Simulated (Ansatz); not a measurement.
System: tetradymite Bi₂Te₃. Method: PBEsol-D3(BJ) in Ansatz (PAW).

Numerical settings: plane-wave cutoff 520 eV, 10×10×10 k mesh, Fermi–Dirac smearing 0.01 eV, scalar-relativistic PAW data made under PBE.

Results at a series of volumes:

```json
[
 {"V (Å³/atom)": "30.564", "E − E_lowest (meV/atom)": "8.42", "P (GPa)": "2.217"},
 {"V (Å³/atom)": "31.201", "E − E_lowest (meV/atom)": "2.01", "P (GPa)": "1.035"},
 {"V (Å³/atom)": "31.837", "E − E_lowest (meV/atom)": "0.00", "P (GPa)": "0.001"},
 {"V (Å³/atom)": "32.474", "E − E_lowest (meV/atom)": "1.81", "P (GPa)": "-0.893"},
 {"V (Å³/atom)": "33.111", "E − E_lowest (meV/atom)": "6.87", "P (GPa)": "-1.636"}
]
```

Task: Estimate the bulk modulus from the pressures at 31.201 and 32.474 Å³/atom, and compare it with a fit to all energies.

Result: B = −V dP/dV. Between V = 31.201 and 32.474 Å³/atom, dP/dV = (-0.893 − (1.035))/(32.474 − 31.201) = -1.51 GPa per Å³/atom; at the midpoint 31.837 Å³/atom this gives B ≈ 48.2 GPa. The third-order Birch–Murnaghan fit gives V0 = 31.838 Å³/atom, B0 = 47.7 GPa, B′ = 6.5, which lies 1 % below that estimate.

Shape and atoms are relaxed at each volume.

Measured, for comparison: bulk modulus 37 GPa (temperature not stated, no zero-point or thermal correction, our sources range from 32.5 to 39.5; as tabulated in Toher et al. (2017), arXiv:1611.05714). Computed (rounded) less measured: bulk modulus not scored (sources differ).

Note: the bulk modulus comes from volumes at which shape and atoms were relaxed.

Spin–orbit coupling is not included; it can shift volumes and moduli of such heavy elements.

Computed values are for the static lattice.

The result took very roughly 16 core-minutes.

Ansatz is a program for electronic structure.
